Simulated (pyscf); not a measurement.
Optimised with ωB97X-D3(BJ)/def2-SVP in PySCF.

Estimate the classical barrier height and the reaction energy of `[F][C][F]` [singlet] + `[H][H]` → `[F][CH2][F]` at ωB97M-D3(BJ)/def2-TZVP. The step runs on the singlet surface, breaks H–H and forms C–H, C–H; take the separated reactants as zero.

ΔE‡ = 31.7 kcal/mol, ΔE = -67.1 kcal/mol. Zero-point energy shifts the barrier by +3.8 kcal/mol. It is an insertion, with an imaginary mode of 1456i cm⁻¹. This is the saddle that the search found; another between the same sides may lie lower.
